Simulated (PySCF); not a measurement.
# AlH3 (aluminum trihydride): the cost of one run

The runs use PySCF 2.14.0, with density-fitted response routines of our own; the level of theory stands in each step. All values are computed, except where a source is named. Atoms count from 0, in the outputs and in this text.

**1. Starting geometry**

4 atoms, charge 0, multiplicity 1; geometry from: GFN2-xTB. The atoms were then displaced at random by about 0.03 Å, so the start is not that level's minimum.

Bonds of the start (Å): Al0–H1 1.47, Al0–H2 1.57, Al0–H3 1.62.

**2. Optimising the geometry at PBE0-D3(BJ)/def2-SVP**

The job: settings as JSON, then the geometry in Å.

```
{"job": {"xc": "PBE0", "basis": "def2-SVP", "d3": "d3bj", "grid": 1, "shake": 0.03, "kind": "geom"}, "charge": 0, "multiplicity": 1}
Al     0.065550    -0.074430     0.001540
H      1.535050    -0.151890    -0.030500
H     -0.950260    -1.275090    -0.020140
H     -0.546580     1.420510    -0.027080
```

Run with:

```bash
$ OMP_NUM_THREADS=1 python probes_run.py task.json out
```

This one command runs all jobs of the session in turn.

Q: Estimate the wall time and peak memory of this first job on 1 thread of Intel Xeon Platinum 8259CL at 2.50GHz, shared host.

About 1.8 s, with a peak of 0.23 GiB.
